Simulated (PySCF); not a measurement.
System: CH2, triplet: symmetric bend, bond length relaxed. Scanned: H-C-H angle. Other coordinates (C-H bond length) were minimised at PBE0/def2-TZVP.

UHF/6-31G* = unrestricted Hartree-Fock/6-31G*, spherical d in PySCF; B3LYP = unrestricted B3LYP/cc-pVTZ (PySCF); CCSD(T) on UHF/cc-pVTZ, 1 core orbital frozen (PySCF).

Energies relative to the lowest point of each profile, in kcal/mol:

```csv
a / °,UHF/6-31G*,B3LYP
180,8.3,4.7
172,7.8,4.4
164,6.4,3.5
156,4.4,2.2
148,2.4,1.0
132,0.0,0.0
124,0.5,0.9
116,2.5,3.2
100,12.2,12.5
92,20.3,19.9
84,30.9,29.5
68,60.3,55.5
```

Question: Estimate the CCSD(T) values at these points.

Answer: 180: 5.9; 172: 5.5; 164: 4.4; 156: 2.9; 148: 1.4; 132: 0.0; 124: 0.8; 116: 2.9; 100: 12.0; 92: 19.4; 84: 28.9; 68: 54.9 (kcal/mol).

The scan ran from 180.0 to 60.0; beyond the range shown the relaxed coordinates jump or full CI changes its symmetry label.
